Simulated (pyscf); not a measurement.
H₃C–Si•(Cl)–Cl (SMILES C[Si](Cl)Cl) + CH₄ (SMILES C) → H₃C–SiH(Cl)–Cl (SMILES C[SiH](Cl)Cl) + CH₃• (SMILES [CH3]) (hydrogen abstraction; doublet surface; C–H broken, H–Si formed). PySCF, gas phase, ωB97X-D3(BJ)/def2-SVP geometries. Energies in kJ/mol from the separated reactants.

```
level                   barrier  reaction energy
----------------------  -------  ---------------
ωB97X-D3(BJ)/def2-TZVP        ?            +66.7
PBE/def2-TZVP              89.3            +85.6
r²SCAN/def2-TZVP           86.8            +66.4
B3LYP-D3(BJ)/def2-TZVP        ?                ?
ωB97M-D3(BJ)/def2-TZVP     93.3            +62.6
HF/def2-TZVP              117.2            +30.8
```

Task: Some entries are withheld; supply them.

Result: 
- ωB97X-D3(BJ)/def2-TZVP, barrier: 92.8
- B3LYP-D3(BJ)/def2-TZVP, barrier: 87.4
- B3LYP-D3(BJ)/def2-TZVP, reaction energy: +70.1

The functionals in the table span 6.5 kJ/mol in this barrier, from r²SCAN to ωB97M-D3(BJ). One saddle was located; it need not be the lowest between these sides. The angle at the transferred H is 173°.
